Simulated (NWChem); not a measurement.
Correlation energy of silicon monoxide (OSi)

```xyz
2

Si     0.0000     0.0000     0.5539
O      0.0000     0.0000    -0.9694
```
Charge 0, spin multiplicity 1.

All runs are NWChem calculations. All single points use one geometry, from PBE0/def2-SVP, a minimum by its harmonic frequencies.

Basis set: 3-21G. Each correlation energy counts from its own Hartree-Fock reference.

The correlated methods keep 6 core orbitals frozen. No row is a measurement; the coupled-cluster row has its own basis-set and correlation limits.

Order these methods by the correlation energy they give, lowest first: SCS-MP2, MP2, CCSD, CCSDT, CCSD+T(CCSD).

CCSD+T(CCSD) (-206.0 mHa), CCSDT (-201.7 mHa), MP2 (-199.2 mHa), SCS-MP2 (-191.4 mHa), CCSD (-189.5 mHa)
